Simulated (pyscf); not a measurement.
Single points on ωB97X-D3(BJ)/def2-SVP structures (PySCF, gas phase).

Question: For the elementary gas-phase step H₂N–B(Cl)–Cl + H₂ → H₂N–BH–Cl + HCl (singlet surface; B–Cl, H–H broken, B–H, Cl–H formed), what barrier and reaction energy does ωB97M-D3(BJ)/def2-TZVP give, measured from the separated reactants?

Answer: ΔE‡ = 47.1 kcal/mol, ΔE = +13.2 kcal/mol. Zero-point energy shifts the barrier by +2.9 kcal/mol. It is a four-centre exchange, with an imaginary mode of 973i cm⁻¹. One saddle was located; it need not be the lowest between these sides.
